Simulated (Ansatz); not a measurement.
# AlLiH2 (singlet): the correlation ladder at distance Al1–Li2 = 3.192 Å, 6-31G

How much of the correlation energy of AlLiH2 (singlet) does each wave-function method recover here?

Computed with Ansatz 0.2.0, Gaussian basis. Level: 6-31G, core rule «outside noble gas», up to 6 orbitals frozen.

To be run: UHF; CCSD(T) on RHF; BCCD(T) on RHF; CISD; CCSDT(Q) on RHF; CCSDTQ on RHF; CASSCF and MRCISD+Q, 2 electrons in 2 orbitals; CASSCF and NEVPT2, 2 electrons in 2 orbitals; Full CI.

41 further runs of the same task are left out: 22 for a known fault of the program, 15 that didn't finish, 4 set aside as unsound or not needed.

**1. The geometry**

The geometry derives from a PBE0/def2-TZVP stationary point (not a proven minimum). One bond is set to the value named and the two fragments are kept rigid.

4 atoms, charge 0, spin multiplicity 1.

Atoms are counted from 1 here; the program's logs count them from 0.

Bond lengths: Al1–H3 1.618 Å, Al1–H4 1.618 Å. Angles: H3–Al1–H4 107.9°.

Coordinates:

```mol
AlH2Li
  3D, bonds by distance, orders not assigned

  4  2  0  0  0  0  0  0  0  0999 V2000
    0.0000    0.0000    0.5631 Al  0  0
    0.0000    0.0000   -2.6289 Li  0  0
    0.0000    1.3079    1.5155 H   0  0
    0.0000   -1.3079    1.5155 H   0  0
  1  3  8  0
  1  4  8  0
M  END
```

**2. UHF**

The input, in.yaml:

```yaml
crystal:
  periodic: [false, false, false]
  atoms:
    - {symbol: Al, position_ang: [0.000000, 0.000000, 0.563067]}
    - {symbol: Li, position_ang: [0.000000, 0.000000, -2.628933]}
    - {symbol: H, position_ang: [0.000000, 1.307862, 1.515476]}
    - {symbol: H, position_ang: [0.000000, -1.307862, 1.515476]}
basis:
  gaussian: {orbitals: 6-31G}
magnetization: {spin_polarized: true, initial_magnetization: 0}
hamiltonian: {xc: hf}
output: {orbitals: {seedname: orbitals}}
```

Started as:

```bash
$ ansatz run in.yaml --threads 1 --pin off --events-out ev --progress --plain --max-ram 2393MiB
```

After this run come: CCSD(T) on RHF; BCCD(T) on RHF; CISD; CCSDT(Q) on RHF; CCSDTQ on RHF; CASSCF and MRCISD+Q, 2 electrons in 2 orbitals; CASSCF and NEVPT2, 2 electrons in 2 orbitals; Full CI.

Q: Predict the results of all the runs planned. Wanted: FCI from the RHF energy; RMP2 from FCI; RCCSD from FCI; RCCSD(T) from FCI; RCCSDT(Q) from FCI; MRCISD+Q pair from FCI; T1 diagnostic; effectively unpaired electrons.

As calculated:

| quantity | value |
| --- | --- |
| FCI from the RHF energy | -1.7442 eV |
| RMP2 from FCI | +13.07 kcal/mol |
| RCCSD from FCI | +1.02 kcal/mol |
| RCCSD(T) from FCI | +0.35 kcal/mol |
| RCCSDT(Q) from FCI | +0.02 kcal/mol |
| MRCISD+Q pair from FCI | -0.32 kcal/mol |
| levels within 1 kcal/mol (43 meV) | RCCSD(T), BCCD(T), RCCSDT, RCCSDT(Q), RCCSDTQ, MRCISD+Q pair |
| T1 diagnostic | 0.025 |
| effectively unpaired electrons | 0.07 |

In words: RCCSD(T) lands +0.35 kcal/mol from the yardstick (0.9 % of the correlation energy). MRCISD+Q pair falls below full CI: the +Q correction isn't variational, and the cores differ from full CI's. One determinant dominates. These misses are within one basis, not against nature.
